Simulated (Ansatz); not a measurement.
```yaml
crystal:
  periodic: [false, false, false]
  atoms:
    - {symbol: Ni, position_ang: [-1.404158, -0.322357, -0.001304]}
    - {symbol: O, position_ang: [0.323852, -0.136703, 0.001315]}
    - {symbol: H, position_ang: [1.080306, 0.459060, -0.000011]}
basis:
  gaussian: {orbitals: def2-TZVP}
magnetization: {spin_polarized: true, initial_magnetization: 3}
hamiltonian: {xc: pbe0}
relax: {f_tol: 0.004, max_steps: 80}
```

```sh
$ ansatz run in.yaml --threads 1 --pin off --events-out ev --progress --plain --max-ram 2176MiB
```

Steps of the relaxation (energy above the last step; positions in Å, forces in eV/Å):

```
3
step 1, 79.3 meV
Ni   -1.404   -0.322   -0.001   -0.257    0.112   -0.001
O     0.324   -0.137    0.001    0.694   -0.086    0.002
H     1.080    0.459    0.000   -0.437   -0.026   -0.001
```

```
3
step 2, 69.8 meV
Ni   -1.402   -0.317   -0.001   -0.182    0.121   -0.001
O     0.332   -0.146    0.001    0.407   -0.261    0.002
H     1.071    0.463    0.000   -0.225    0.140   -0.001
```

```
3
step 3, 8.5 meV
Ni   -1.382   -0.258   -0.002    0.360    0.059    0.000
O     0.405   -0.262    0.002   -0.007    0.235   -0.001
H     0.977    0.520   -0.001   -0.353   -0.294    0.001
```

```
3
step 4, 11.7 meV
Ni   -1.348   -0.221   -0.002    0.194   -0.067    0.001
O     0.440   -0.318    0.002    0.036    0.703   -0.003
H     0.907    0.539   -0.001   -0.230   -0.637    0.003
```

```
3
step 5, 0.9 meV
Ni   -1.352   -0.241   -0.002   -0.190    0.005    0.000
O     0.412   -0.280    0.002    0.198    0.005    0.000
H     0.941    0.522   -0.001   -0.008   -0.010    0.000
```

```
3
step 7, 0.0 meV
Ni   -1.356   -0.240   -0.002    0.000    0.000    0.000
O     0.417   -0.284    0.002    0.000    0.000    0.000
H     0.939    0.523   -0.001    0.000    0.000    0.000
```

Close pairs at the end: O2–H3 0.961 Å, Ni1–O2 1.774 Å.

A stationary point of unrestricted PBE0 after 7 steps, with ⟨S²⟩ = 3.754 against 3.75 for a pure state; no frequencies were run, so it isn't proven a minimum. 79 s on 1 thread of Arm Neoverse V1, shared host.
